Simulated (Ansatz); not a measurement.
# One shape, several levels: C4H8O2 (1,3-dioxane)

Aim: a comparison of 4 runs (HF/STO-3G, HF/3-21G, MP2/6-31G*, CCSD/6-31G*) of C4H8O2 (1,3-dioxane). 

The results are computed with Ansatz 0.2.0.

16 further runs of the same task are left out: 16 set aside as unsound or not needed.

### Step 1. The structure to begin with

C4H8O2: 14 atoms, total charge 0, spin state singlet. As SMILES, `C1COCOC1`. The C6–H13 distance was set to 1.636 Å, away from the relaxed value. At this shape a bond of the SMILES string is far longer than usual.

Bond lengths: C1–C2 1.518 Å, C2–O3 1.414 Å, O3–C4 1.394 Å, C4–O5 1.394 Å, C1–C6 1.518 Å, O5–C6 1.414 Å, C1–H7 1.093 Å, C1–H8 1.094 Å, C2–H9 1.091 Å, C2–H10 1.102 Å, C4–H11 1.107 Å, C4–H12 1.089 Å, C6–H14 1.102 Å. Some angles: C1–C2–O3 110.4°, C2–C1–C6 108.6°, C2–O3–C4 110.8°, O3–C4–O5 113.0°, C4–O5–C6 110.8°, C1–C6–O5 110.4°, C1–C2–H9 112.1°, C1–C2–H10 110.0°, O3–C2–H9 106.8°, O3–C2–H10 109.4°. A long bond or contact: C6–H13 1.636 Å.

### Step 2. The energy at HF/STO-3G (run 1)

The input, job.yaml:

```yaml
crystal:
  periodic: [false, false, false]
  atoms:
    - {symbol: C, position_ang: [-0.765093, 0.683161, -0.252683]}
    - {symbol: C, position_ang: [0.358767, 1.680521, -0.038323]}
    - {symbol: O, position_ang: [1.589547, 1.135751, -0.471673]}
    - {symbol: C, position_ang: [1.856817, -0.065969, 0.182607]}
    - {symbol: O, position_ang: [0.898397, -1.047459, -0.065943]}
    - {symbol: C, position_ang: [-0.374003, -0.634179, 0.391837]}
    - {symbol: H, position_ang: [-0.918383, 0.532471, -1.324663]}
    - {symbol: H, position_ang: [-1.698473, 1.058531, 0.177167]}
    - {symbol: H, position_ang: [0.204917, 2.599741, -0.605083]}
    - {symbol: H, position_ang: [0.430277, 1.944381, 1.029457]}
    - {symbol: H, position_ang: [1.922077, 0.115861, 1.272267]}
    - {symbol: H, position_ang: [2.807347, -0.437649, -0.198183]}
    - {symbol: H, position_ang: [-1.421490, -1.835220, 0.021130]}
    - {symbol: H, position_ang: [-0.351633, -0.525539, 1.488467]}
basis:
  gaussian:
    orbitals: STO-3G
hamiltonian:
  xc: hf
accuracy: high
output: {orbitals: {seedname: orbitals}}
```

Run with:

```bash
$ ansatz run job.yaml --threads 1 --pin off --max-ram 2610MiB --events-out events.jsonl --progress --plain --runs-dir runs
```

What it wrote:

```text
Warning: RAYON_NUM_THREADS=1 ignored (pool sized by the plan → 1); use --threads N
Functional definition: HF
  name "HF"
  exchange = exact_x
  correlation = 0
882 factors; integrals over basis functions are off by at most 2.6e-9 eV
mean field evaluation 1: about -8209.9433 eV, gradient 3.3e1 eV
mean field evaluation 2: about -8210.3935 eV, gradient 3.3e1 eV
mean field evaluation 4: about -8214.2758 eV, gradient 2.1e0 eV
mean field evaluation 8: about -8214.2937 eV, gradient 4.0e-5 eV
mean field -8214.29367946 eV, -301.8697248720 hartree, gradient 2.8e-8 eV, S^2 0.000000; 0 other end points of the search recorded, 0 dependent functions left out
reference -8214.29367946 eV, -301.8697248720 hartree; 24, 24 occupied and 14, 14 virtual orbitals, 882 factors
Total energy: -8214.29367946 eV, -301.8697248720 hartree
```

Wall time 0.54 s (1 thread of Arm Neoverse V2, shared host).

### Step 3. A single-point energy at HF/3-21G (run 2)

The input, in.yaml:

```yaml
crystal:
  periodic: [false, false, false]
  atoms:
    - {symbol: C, position_ang: [-0.765093, 0.683161, -0.252683]}
    - {symbol: C, position_ang: [0.358767, 1.680521, -0.038323]}
    - {symbol: O, position_ang: [1.589547, 1.135751, -0.471673]}
    - {symbol: C, position_ang: [1.856817, -0.065969, 0.182607]}
    - {symbol: O, position_ang: [0.898397, -1.047459, -0.065943]}
    - {symbol: C, position_ang: [-0.374003, -0.634179, 0.391837]}
    - {symbol: H, position_ang: [-0.918383, 0.532471, -1.324663]}
    - {symbol: H, position_ang: [-1.698473, 1.058531, 0.177167]}
    - {symbol: H, position_ang: [0.204917, 2.599741, -0.605083]}
    - {symbol: H, position_ang: [0.430277, 1.944381, 1.029457]}
    - {symbol: H, position_ang: [1.922077, 0.115861, 1.272267]}
    - {symbol: H, position_ang: [2.807347, -0.437649, -0.198183]}
    - {symbol: H, position_ang: [-1.421490, -1.835220, 0.021130]}
    - {symbol: H, position_ang: [-0.351633, -0.525539, 1.488467]}
basis:
  gaussian:
    orbitals: 3-21G.json
hamiltonian:
  xc: hf
accuracy: high
output: {orbitals: {seedname: orbitals}}
```

The basis set 3-21G is read from a file made from the Basis Set Exchange's data (not shown).

Run with:

```bash
$ ansatz run in.yaml --threads 1 --pin off --max-ram 2610MiB --events-out events.jsonl --progress --plain --runs-dir runs
```

What it wrote:

```text
Warning: RAYON_NUM_THREADS=1 ignored (pool sized by the plan → 1); use --threads N
[... 4 set-up lines as earlier in the session ...]
1746 factors; integrals over basis functions are off by at most 4.1e-9 eV
mean field evaluation 1: about -8270.5107 eV, gradient 3.1e1 eV
mean field evaluation 2: about -8271.2447 eV, gradient 3.2e1 eV
mean field evaluation 4: about -8273.6169 eV, gradient 3.4e0 eV
mean field evaluation 8: about -8273.6553 eV, gradient 1.9e-1 eV
mean field evaluation 16: about -8273.6555 eV, gradient 2.6e-8 eV
mean field -8273.65551167 eV, -304.0512319686 hartree, gradient 2.6e-8 eV, S^2 0.000000; 0 other end points of the search recorded, 0 dependent functions left out
reference -8273.65551167 eV, -304.0512319686 hartree; 24, 24 occupied and 46, 46 virtual orbitals, 1746 factors
Total energy: -8273.65551167 eV, -304.0512319686 hartree
```

Wall time 1.4 s (1 thread of Arm Neoverse V2, shared host); peak memory 0.18 GiB.

### Step 4. A single-point energy at MP2/6-31G(d) (spherical functions) (run 3)

The input, input.yaml:

```yaml
basis:
  gaussian: {orbitals: 6-31G_st_-spherical.json}
crystal:
  periodic: [false, false, false]
  atoms:
    - {symbol: C, position_ang: [-0.765093, 0.683161, -0.252683]}
    - {symbol: C, position_ang: [0.358767, 1.680521, -0.038323]}
    - {symbol: O, position_ang: [1.589547, 1.135751, -0.471673]}
    - {symbol: C, position_ang: [1.856817, -0.065969, 0.182607]}
    - {symbol: O, position_ang: [0.898397, -1.047459, -0.065943]}
    - {symbol: C, position_ang: [-0.374003, -0.634179, 0.391837]}
    - {symbol: H, position_ang: [-0.918383, 0.532471, -1.324663]}
    - {symbol: H, position_ang: [-1.698473, 1.058531, 0.177167]}
    - {symbol: H, position_ang: [0.204917, 2.599741, -0.605083]}
    - {symbol: H, position_ang: [0.430277, 1.944381, 1.029457]}
    - {symbol: H, position_ang: [1.922077, 0.115861, 1.272267]}
    - {symbol: H, position_ang: [2.807347, -0.437649, -0.198183]}
    - {symbol: H, position_ang: [-1.421490, -1.835220, 0.021130]}
    - {symbol: H, position_ang: [-0.351633, -0.525539, 1.488467]}
correlation: {method: mp2, frozen_orbitals: {C: 1, H: 0, O: 1}}
accuracy: high
```

The basis set 6-31G* is read from a file made from the Basis Set Exchange's data (not shown).

Run with:

```bash
$ ansatz run input.yaml --threads 1 --pin off --max-ram 2610MiB --events-out events.jsonl --progress --plain --runs-dir runs
```

What it wrote:

```text
Warning: RAYON_NUM_THREADS=1 ignored (pool sized by the plan → 1); use --threads N
[... 4 set-up lines as earlier in the session ...]
2564 factors; integrals over basis functions are off by at most 3.5e-9 eV
mean field evaluation 1: about -8316.5707 eV, gradient 3.6e1 eV
mean field evaluation 2: about -8316.5738 eV, gradient 3.6e1 eV
mean field evaluation 4: about -8319.6990 eV, gradient 4.6e0 eV
mean field evaluation 8: about -8319.7538 eV, gradient 1.8e-4 eV
mean field -8319.75375420 eV, -305.7453111354 hartree, gradient 2.4e-8 eV, S^2 0.000000; 0 other end points of the search recorded, 0 dependent functions left out; unrestricted orbitals would lower it
mean field evaluation 16: about -8319.7316 eV, gradient 3.7e-1 eV
6 core orbitals not correlated: weight in the atoms' cores, before any rotation towards them, 1.000 or more for the frozen orbitals, at most 0.000 for the correlated occupied ones
reference -8319.75375420 eV, -305.7453111354 hartree; 18, 18 occupied and 76, 76 virtual orbitals, 2564 factors
second order -23.65082084 eV of doubles, -0.00000000 eV of singles
Total energy: -8343.40457505 eV, -306.6144627703 hartree
```

Run time: 6 s. Hardware: 1 thread of Arm Neoverse V2, shared host; peak memory 0.34 GiB.

### Step 5. A single-point energy at CCSD/6-31G(d) (spherical functions) (run 4)

Changes to in.yaml since step 3:

```diff
@@ -19,6 +19,8 @@
   gaussian:
-    orbitals: 3-21G.json
-hamiltonian:
-  xc: hf
+    orbitals: 6-31G_st_-spherical.json
+correlation:
+  method: ccsd
+  frozen_orbitals: {C: 1, H: 0, O: 1}
 accuracy: high
-output: {orbitals: {seedname: orbitals}}
+scf:
+  omitted_lower_state_checks: [cluster_reference, increment]
```

The basis set 6-31G* is read from a file made from the Basis Set Exchange's data (not shown).

Run with:

```bash
$ ansatz run in.yaml --threads 1 --pin off --max-ram 2610MiB --events-out events.jsonl --progress --plain --runs-dir runs
```

What it wrote, shortened:

```text
Warning: RAYON_NUM_THREADS=1 ignored (pool sized by the plan → 1); use --threads N
[... 2 set-up lines as earlier in the session ...]
[...]
2564 factors; integrals over basis functions are off by at most 3.5e-9 eV
[...]
mean field -8319.75375420 eV, -305.7453111354 hartree, gradient 2.4e-8 eV, S^2 0.000000; 0 other end points of the search recorded, 0 dependent functions left out; unrestricted orbitals would lower it
6 core orbitals not correlated: weight in the atoms' cores, before any rotation towards them, 1.000 or more for the frozen orbitals, at most 0.000 for the correlated occupied ones
reference -8319.75375420 eV, -305.7453111354 hartree; 18, 18 occupied and 76, 76 virtual orbitals, 2564 factors
second order -23.65082084 eV of doubles, -0.00000000 eV of singles
cycle   1  -24.24297035 eV  change   -5.9e-1 eV  update   1.2e-1
[...]
cycle  23  -25.12786658 eV  change    1.7e-9 eV  update  8.9e-10
Total energy: -8344.88162078 eV, -306.6687431998 hartree
Checks for a lower state left out: cluster_reference, increment
```

Run time: 44 s. Hardware: 1 thread of Arm Neoverse V2, shared host; peak memory 0.86 GiB.

### Step 6. All runs side by side

```tsv
run	level	frozen core orbitals	energy (Eh)	wall time
1	HF/STO-3G	–	-301.869725	0.54 s
2	HF/3-21G	–	-304.051232	1.4 s
3	MP2/6-31G* (spherical functions)	6	-306.614463	6 s
4	CCSD/6-31G* (spherical functions)	6	-306.668743	44 s
```

### Step 7. Summary of results

```
                                          quantity          value
                               run 4: total energy  -306.66874 Eh
run 4: correlation energy (6 core orbitals frozen)     -923.4 mEh
                              run 4: T1 diagnostic          0.012
```

**Reading.** In runs 3, 4 the log says that unrestricted orbitals would lower the reference, so the values rest on an unstable closed-shell determinant (other closed-shell runs at this shape may share the fault). In run 1 the basis is minimal, so the values are rough. All runs together took 52 s, the longest 44 s.
